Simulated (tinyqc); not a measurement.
UHF in the sto-6g basis, for CH2, spin multiplicity 3, step by step. One step of it, computed by the program tinyqc.

Problem. Iteration 2: building the Fock matrix. J_ij = sum D_kl (ij|kl) with D = D(alpha) + D(beta), K_ij = sum D_kl (ik|jl) for each spin; F = H + J - K(s); E = tr D H + tr D J / 2 - 0.5 sum_s tr D(s) K(s) + E_nn.

D(alpha) after iteration 1, order 1C 1s, 1C 2s, 1C 2px, 1C 2py, 1C 2pz, 2H 1s, 3H 1s:
```
[[1.065504, -0.272346, 0.000000, 0.000000, -0.007566, 0.013261, 0.013261],
 [-0.272346, 1.124592, 0.000000, 0.000000, 0.031294, -0.042965, -0.042965],
 [0.000000, 0.000000, 1.000000, 0.000000, 0.000000, 0.000000, 0.000000],
 [0.000000, 0.000000, 0.000000, 1.065895, 0.000000, -0.059099, 0.059099],
 [-0.007566, 0.031294, 0.000000, 0.000000, 1.015214, -0.017504, -0.017504],
 [0.013261, -0.042965, 0.000000, -0.059099, -0.017504, 0.005189, -0.001365],
 [0.013261, -0.042965, 0.000000, 0.059099, -0.017504, -0.001365, 0.005189]]
```

D(beta) after iteration 1, order 1C 1s, 1C 2s, 1C 2px, 1C 2py, 1C 2pz, 2H 1s, 3H 1s:
```
[[1.064196, -0.264181, 0.000000, 0.000000, -0.003359, 0.006299, 0.006299],
 [-0.264181, 1.076081, 0.000000, 0.000000, 0.007595, -0.008800, -0.008800],
 [0.000000, 0.000000, 0.000000, 0.000000, 0.000000, 0.000000, 0.000000],
 [0.000000, 0.000000, 0.000000, 0.000000, 0.000000, 0.000000, 0.000000],
 [-0.003359, 0.007595, 0.000000, 0.000000, 1.004360, -0.004828, -0.004828],
 [0.006299, -0.008800, 0.000000, 0.000000, -0.004828, 0.000112, 0.000112],
 [0.006299, -0.008800, 0.000000, 0.000000, -0.004828, 0.000112, 0.000112]]
```

core Hamiltonian H = T + V (hartree), order 1C 1s, 1C 2s, 1C 2px, 1C 2py, 1C 2pz, 2H 1s, 3H 1s:
```
[[-18.739164, -4.305757, 0.000000, 0.000000, -0.014594, -0.676252, -0.676252],
 [-4.305757, -5.459922, 0.000000, 0.000000, -0.153199, -1.710817, -1.710817],
 [0.000000, 0.000000, -4.416438, 0.000000, 0.000000, 0.000000, 0.000000],
 [0.000000, 0.000000, 0.000000, -4.524442, 0.000000, -1.222018, 1.222018],
 [-0.014594, -0.153199, 0.000000, 0.000000, -4.477689, -0.950768, -0.950768],
 [-0.676252, -1.710817, 0.000000, -1.222018, -0.950768, -3.100858, -0.424639],
 [-0.676252, -1.710817, 0.000000, 1.222018, -0.950768, -0.424639, -3.100858]]
```

Two-electron integrals (ij|kl) in chemists' order, unique and non-zero (hartree):
```
(11|11) 3.543743    (21|11) 0.529462    (21|21) 0.100317    (22|11) 0.853596
(22|21) 0.199930    (22|22) 0.624844    (31|31) 0.021271    (32|31) 0.031868
(32|32) 0.138108    (33|11) 0.853598    (33|21) 0.199930    (33|22) 0.624843
(33|33) 0.673218    (41|41) 0.021271    (42|41) 0.031868    (42|42) 0.138108
(43|43) 0.036281    (44|11) 0.853598    (44|21) 0.199930    (44|22) 0.624843
(44|33) 0.600655    (44|44) 0.673218    (51|51) 0.021271    (52|51) 0.031868
(52|52) 0.138108    (53|53) 0.036281    (54|54) 0.036281    (55|11) 0.853598
(55|21) 0.199930    (55|22) 0.624843    (55|33) 0.600655    (55|44) 0.600655
(55|55) 0.673218    (61|11) 0.086629    (61|21) 0.015816    (61|22) 0.031058
(61|33) 0.030942    (61|41) 0.000829    (61|42) 0.001616    (61|44) 0.031164
(61|51) 0.000624    (61|52) 0.001217    (61|54) 0.000167    (61|55) 0.031068
(61|61) 0.002564    (62|11) 0.227952    (62|21) 0.054295    (62|22) 0.189471
(62|33) 0.184802    (62|41) 0.004411    (62|42) 0.030608    (62|44) 0.193740
(62|51) 0.003322    (62|52) 0.023050    (62|54) 0.006731    (62|55) 0.189871
(62|61) 0.008859    (62|62) 0.079350    (63|31) 0.005528    (63|32) 0.029080
(63|43) 0.005823    (63|53) 0.004385    (63|63) 0.009079    (64|11) 0.164043
(64|21) 0.039585    (64|22) 0.146093    (64|33) 0.138947    (64|41) 0.008244
(64|42) 0.050488    (64|44) 0.156840    (64|51) 0.002046    (64|52) 0.016122
(64|54) 0.009090    (64|55) 0.142490    (64|61) 0.006739    (64|62) 0.072445
(64|64) 0.073969    (65|11) 0.123536    (65|21) 0.029811    (65|22) 0.110019
(65|33) 0.104637    (65|41) 0.002046    (65|42) 0.016122    (65|44) 0.109343
(65|51) 0.007068    (65|52) 0.041221    (65|54) 0.009366    (65|55) 0.116076
(65|61) 0.005075    (65|62) 0.054557    (65|64) 0.048867    (65|65) 0.045880
(66|11) 0.396344    (66|21) 0.096197    (66|22) 0.382339    (66|33) 0.363102
(66|41) 0.009027    (66|42) 0.085765    (66|44) 0.399928    (66|51) 0.006798
(66|52) 0.064587    (66|54) 0.027733    (66|55) 0.383987    (66|61) 0.015899
(66|62) 0.211305    (66|64) 0.212140    (66|65) 0.159758    (66|66) 0.774999
(71|11) 0.086629    (71|21) 0.015816    (71|22) 0.031058    (71|33) 0.030942
(71|41) -0.000829   (71|42) -0.001616   (71|44) 0.031164    (71|51) 0.000624
(71|52) 0.001217    (71|54) -0.000167   (71|55) 0.031068    (71|61) 0.002492
(71|62) 0.008329    (71|64) 0.005795    (71|65) 0.004783    (71|66) 0.014727
(71|71) 0.002564    (72|11) 0.227952    (72|21) 0.054295    (72|22) 0.189471
(72|33) 0.184802    (72|41) -0.004411   (72|42) -0.030608   (72|44) 0.193740
(72|51) 0.003322    (72|52) 0.023050    (72|54) -0.006731   (72|55) 0.189871
(72|61) 0.008329    (72|62) 0.056110    (72|64) 0.037228    (72|65) 0.037644
(72|66) 0.115471    (72|71) 0.008859    (72|72) 0.079350    (73|31) 0.005528
(73|32) 0.029080    (73|43) -0.005823   (73|53) 0.004385    (73|63) 0.005975
(73|73) 0.009079    (74|11) -0.164043   (74|21) -0.039585   (74|22) -0.146093
(74|33) -0.138947   (74|41) 0.008244    (74|42) 0.050488    (74|44) -0.156840
(74|51) -0.002046   (74|52) -0.016122   (74|54) 0.009090    (74|55) -0.142490
(74|61) -0.005795   (74|62) -0.037228   (74|64) -0.019664   (74|65) -0.024538
(74|66) -0.072444   (74|71) -0.006739   (74|72) -0.072445   (74|74) 0.073969
(75|11) 0.123536    (75|21) 0.029811    (75|22) 0.110019    (75|33) 0.104637
(75|41) -0.002046   (75|42) -0.016122   (75|44) 0.109343    (75|51) 0.007068
(75|52) 0.041221    (75|54) -0.009366   (75|55) 0.116076    (75|61) 0.004783
(75|62) 0.037644    (75|64) 0.024538    (75|65) 0.030691    (75|66) 0.081710
(75|71) 0.005075    (75|72) 0.054557    (75|74) -0.048867   (75|75) 0.045880
(76|11) 0.051153    (76|21) 0.012272    (76|22) 0.045259    (76|33) 0.043873
(76|44) 0.045008    (76|51) 0.001179    (76|52) 0.009098    (76|55) 0.046894
(76|61) 0.001962    (76|62) 0.017518    (76|64) 0.013930    (76|65) 0.013189
(76|66) 0.044987    (76|71) 0.001962    (76|72) 0.017518    (76|74) -0.013930
(76|75) 0.013189    (76|76) 0.004935    (77|11) 0.396344    (77|21) 0.096197
(77|22) 0.382339    (77|33) 0.363102    (77|41) -0.009027   (77|42) -0.085765
(77|44) 0.399928    (77|51) 0.006798    (77|52) 0.064587    (77|54) -0.027733
(77|55) 0.383987    (77|61) 0.014727    (77|62) 0.115471    (77|64) 0.072444
(77|65) 0.081710    (77|66) 0.249741    (77|71) 0.015899    (77|72) 0.211305
(77|74) -0.212140   (77|75) 0.159758    (77|76) 0.044987    (77|77) 0.774999
```

nuclear repulsion = 5.04937889 hartree

Give: Coulomb J; exchange K(alpha); exchange K(beta); F(alpha); F(beta); total energy of this density.

Solution.

Coulomb J (hartree), order 1C 1s, 1C 2s, 1C 2px, 1C 2py, 1C 2pz, 2H 1s, 3H 1s:
```
[[12.2586, 2.2557, 0.0000, 0.0000, 0.0003, 0.3595, 0.3595],
 [2.2557, 5.4540, 0.0000, 0.0000, -0.0015, 1.5919, 1.5919],
 [0.0000, 0.0000, 5.4307, 0.0000, 0.0000, 0.0000, 0.0000],
 [0.0000, 0.0000, 0.0000, 5.4294, 0.0000, 1.1998, -1.1998],
 [0.0003, -0.0015, 0.0000, 0.0000, 5.5020, 0.9119, 0.9119],
 [0.3595, 1.5919, 0.0000, 1.1998, 0.9119, 3.0803, 0.3751],
 [0.3595, 1.5919, 0.0000, -1.1998, 0.9119, 0.3751, 3.0803]]
```

exchange K(alpha) (hartree), order 1C 1s, 1C 2s, 1C 2px, 1C 2py, 1C 2pz, 2H 1s, 3H 1s:
```
[[3.6675, 0.6257, 0.0000, 0.0000, -0.0003, 0.1083, 0.1083],
 [0.6257, 1.0883, 0.0000, 0.0000, 0.0012, 0.3038, 0.3038],
 [0.0000, 0.0000, 0.9030, 0.0000, 0.0000, 0.0000, 0.0000],
 [0.0000, 0.0000, 0.0000, 0.9062, 0.0000, 0.1855, -0.1855],
 [-0.0003, 0.0012, 0.0000, 0.0000, 0.9024, 0.1461, 0.1461],
 [0.1083, 0.3038, 0.0000, 0.1855, 0.1461, 0.1802, 0.0724],
 [0.1083, 0.3038, 0.0000, -0.1855, 0.1461, 0.0724, 0.1802]]
```

exchange K(beta) (hartree), order 1C 1s, 1C 2s, 1C 2px, 1C 2py, 1C 2pz, 2H 1s, 3H 1s:
```
[[3.6224, 0.5601, 0.0000, 0.0000, -0.0005, 0.0948, 0.0948],
 [0.5601, 0.8065, 0.0000, 0.0000, 0.0009, 0.2356, 0.2356],
 [0.0000, 0.0000, 0.1899, 0.0000, 0.0000, 0.0000, 0.0000],
 [0.0000, 0.0000, 0.0000, 0.1891, 0.0000, 0.0406, -0.0406],
 [-0.0005, 0.0009, 0.0000, 0.0000, 0.8271, 0.1387, 0.1387],
 [0.0948, 0.2356, 0.0000, 0.0406, 0.1387, 0.1249, 0.0870],
 [0.0948, 0.2356, 0.0000, -0.0406, 0.1387, 0.0870, 0.1249]]
```

F(alpha) (hartree), order 1C 1s, 1C 2s, 1C 2px, 1C 2py, 1C 2pz, 2H 1s, 3H 1s:
```
[[-10.1480, -2.6758, 0.0000, 0.0000, -0.0140, -0.4251, -0.4251],
 [-2.6758, -1.0943, 0.0000, 0.0000, -0.1559, -0.4227, -0.4227],
 [0.0000, 0.0000, 0.1112, 0.0000, 0.0000, 0.0000, 0.0000],
 [0.0000, 0.0000, 0.0000, -0.0013, 0.0000, -0.2078, 0.2078],
 [-0.0140, -0.1559, 0.0000, 0.0000, 0.1219, -0.1850, -0.1850],
 [-0.4251, -0.4227, 0.0000, -0.2078, -0.1850, -0.2008, -0.1219],
 [-0.4251, -0.4227, 0.0000, 0.2078, -0.1850, -0.1219, -0.2008]]
```

F(beta) (hartree), order 1C 1s, 1C 2s, 1C 2px, 1C 2py, 1C 2pz, 2H 1s, 3H 1s:
```
[[-10.1029, -2.6102, 0.0000, 0.0000, -0.0137, -0.4116, -0.4116],
 [-2.6102, -0.8124, 0.0000, 0.0000, -0.1555, -0.3545, -0.3545],
 [0.0000, 0.0000, 0.8243, 0.0000, 0.0000, 0.0000, 0.0000],
 [0.0000, 0.0000, 0.0000, 0.7158, 0.0000, -0.0628, 0.0628],
 [-0.0137, -0.1555, 0.0000, 0.0000, 0.1972, -0.1776, -0.1776],
 [-0.4116, -0.3545, 0.0000, -0.0628, -0.1776, -0.1455, -0.1365],
 [-0.4116, -0.3545, 0.0000, 0.0628, -0.1776, -0.1365, -0.1455]]
```

total energy of this density = -37.576163 hartree
